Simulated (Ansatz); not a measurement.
## Scan of [Cl···H···CH3], doublet

Starting geometry:

```xyz
6

Cl   -0.8992    0.0000    0.0000
H     0.3796    0.0000    0.0000
C     2.0948    0.0000    0.0000
H     2.0948   -1.0800    0.0000
H     2.0948    0.5400    0.9353
H     2.0948    0.5400   -0.9353
```

From there H2 is moved from one fragment to the other while all else, the fragments' distance too, stays fixed; atoms are numbered as listed. Energies are in kcal/mol, counted from the starting geometry at the same level. Kohn–Sham curves are unrestricted where that lies lower.

Basis cc-pVDZ; Ansatz 0.2.0. Correlated methods freeze the noble-gas cores. R marks a restricted (for open shells ROHF) determinant, U an unrestricted one. Active spaces: valence = (15e, 12o) chosen from the atoms' valence shells.

Runs in a small pair space aren't shown, since their orbitals change along the scan.

Full CI isn't at hand for all of this; UCCSDT(Q) serves as the reference, and is uncertain by about the last step of the cluster series. The frozen core follows each run's orbitals, which can shift R against U totals by a few meV.

```
distance Cl1-H2 (Å)  UCCSDT(Q)  curve A  curve B  curve C  curve D
              1.279        0.0      0.0      0.0      0.0      0.0
              1.368        0.3     -0.4      0.3      0.3     -1.9
              1.547        6.0      3.9      6.1      6.2     -0.4
              1.725        8.6      5.9      8.7     10.0      1.1
              1.904       12.1     10.0     12.0     14.8      7.0
```

Question: The curves come from B2PLYP, NEVPT2 (valence space), UCCSDT, revPBE. Compare each with UCCSDT(Q) and say which is which.

Answer: A: B2PLYP, B: UCCSDT, C: NEVPT2 (valence space), D: revPBE. Spread of the error against UCCSDT(Q), over the points where both stand: A 2.7, B 0.1, C 2.7, D 7.5 kcal/mol. 

In so small a basis the reference is far from its limit while semilocal and hybrid functionals are nearer theirs (RPA and double hybrids share much of the reference's basis error), so the functionals' errors here hold much of the reference's basis and frozen-core error, which can add to them or hide them.
